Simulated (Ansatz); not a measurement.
Consider the homolysis of the C–F bond: `CC(F)(F)F` → `C[C](F)F`• + F•.

Calculated with Ansatz (gas phase, PBE0-D4/def2-TZVP geometries, no zero-point term in ΔE). CBS: MP2 limit from def2 TZ/QZ plus the TZ coupled-cluster correction, frozen cores. This one scheme is used for every species, atoms too. Functionals use def2-TZVPP. Open shells (•) are unrestricted, without spin–orbit coupling. Spin–orbit coupling would lower the free atoms: a little for F.

`CC(F)(F)F`:

```xyz
8

C     0.067    0.793   -0.083
C    -0.058   -0.691    0.072
F    -1.339   -1.087    0.049
F     0.575   -1.348   -0.911
F     0.465   -1.116    1.231
H    -0.460    1.285    0.733
H    -0.369    1.093   -1.034
H     1.120    1.070   -0.058
```

`C[C](F)F`•:

Cartesian coordinates in Å:
```
C -0.409 0.472 -0.196
C 0.640 -0.564 -0.061
F 1.593 -0.301 0.829
F 0.198 -1.807 0.114
H -1.087 0.206 -1.006
H 0.051 1.435 -0.414
H -0.986 0.558 0.734
```

```tsv
level	ΔE (kJ/mol)
BLYP-D4	522.6
r2SCAN0-D4	507.8
ωB97X-V	539.6
PBE-QIDH	531.2
PBE0	523.5
LC-ωPBE	531.9
HF/def2-SVP	375.1
MP2/def2-QZVPP	571.3
```

Problem. What does CCSD(T)/CBS give? (Estimate.)

Solution. Ansatz gave: +546.1 kJ/mol. The listed levels differ from it by -23.5, -38.3, -6.5, -14.9, -22.6, -14.2, -171.0, 25.2 kJ/mol.

Largest T1 diagnostic among the species: 0.014.

From BLYP to BHLYP (50 % exact exchange), in def2-TZVPP and without D4, ΔE moves by −24.7 kJ/mol: exact exchange takes away binding that semilocal exchange gives to molecules. The D4 term adds +4.2 kJ/mol with B3LYP and +2.2 kJ/mol with PBE0; it sums over pairs of atoms, weighted by their polarisabilities, and B3LYP, whose exchange is more repulsive, gets the larger term. Leaving LDA and LC-ωPBE aside and taking each functional with its dispersion term where it has one, the values, not all of them listed here, spread over 51.3 kJ/mol, from BHLYP-D4 to ωB97M-V. LDA lies +107.1 kJ/mol from PBE without D4, its usual overbinding.

B3LYP here is the variant with VWN-RPA as its local correlation; programs differ in this.

CCSD(T)/CBS has its own doubt, a few kJ/mol and more with outer-core shells, so smaller differences from it don't rank the levels.
